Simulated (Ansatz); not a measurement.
Run this with the Python package of Ansatz (0.2.0) and show what comes out.

The script, `run_md.py`:
```python
import ansatz as az
import numpy as np
from rdkit import Chem
from rdkit.Chem import AllChem


def main() -> None:
    rd = Chem.AddHs(Chem.MolFromSmiles('C1SS1'))
    AllChem.EmbedMolecule(rd, randomSeed=389)
    AllChem.UFFOptimizeMolecule(rd)
    ch2s2 = az.Crystal.molecule()
    for atom, xyz in zip(rd.GetAtoms(), rd.GetConformer().GetPositions()):
        ch2s2 = ch2s2.atom(atom.GetSymbol(), xyz.round(5).tolist())

    setup = (
        ch2s2.calculation()
        .basis(gaussian='6-31G*')
        .functional('hf')
        .md('nvt_nose_hoover', timestep=0.5, steps=30, temperature=500, initial_velocities='maxwell_boltzmann', seed=13, thermostat_time=20)
    )
    frames = []
    setup.session().plan().execute(on_event=lambda e: frames.append(e['data']) if e['event'] == 'md_step' else None)
    print('t (fs)   E_pot (eV)      E_kin (eV)   T (K)   d(0-1) (A)')
    for f in frames[::2]:
        xyz = np.array(f['positions_ang'])
        print(f'{f["time_fs"]:6.2f} {f["lagrangian_ev"]:14.5f} {f["e_kin_ev"]:10.5f} {f["temperature_k"]:8.1f} {np.linalg.norm(xyz[0] - xyz[1]):9.4f}')
    kept = np.array([f['conserved_ev'] for f in frames])
    print(f'conserved energy moves by at most {1000 * np.ptp(kept):.3f} meV')


if __name__ == '__main__':
    main()
```

```console
$ python run_md.py
t (fs)   E_pot (eV)      E_kin (eV)   T (K)   d(0-1) (A)
  0.00   -22694.60676    0.19389    500.0    1.7772
  1.00   -22694.62368    0.20996    541.4    1.7886
  2.00   -22694.57474    0.16202    417.8    1.7999
  3.00   -22694.52400    0.11273    290.7    1.8100
  4.00   -22694.54459    0.13253    341.8    1.8181
  5.00   -22694.58517    0.17284    445.7    1.8241
  6.00   -22694.58927    0.17811    459.3    1.8283
  7.00   -22694.56730    0.15755    406.3    1.8314
  8.00   -22694.55016    0.14182    365.7    1.8341
  9.00   -22694.56498    0.15777    406.9    1.8368
 10.00   -22694.60948    0.20306    523.6    1.8398
 11.00   -22694.64008    0.23489    605.7    1.8427
 12.00   -22694.62374    0.22117    570.4    1.8450
 13.00   -22694.60611    0.20612    531.5    1.8459
 14.00   -22694.63877    0.23962    617.9    1.8447
 15.00   -22694.68478    0.28670    739.3    1.8416
conserved energy moves by at most 2.456 meV
```

Reading the output:
- Total energies depend on the basis set; only differences at equal settings carry meaning.
- The trajectory is only some femtoseconds long, so its temperature is not equilibrated; where the script doesn't relax first, it starts from a rough generated geometry.
- The temperature counts the internal degrees of freedom alone.
- Timing: 13 s on 1 thread of AMD EPYC 9R45 (Zen 5), on a shared host, peak memory 0.22 GiB.

(Lines on the test bed's own set-up are left out of the output.)
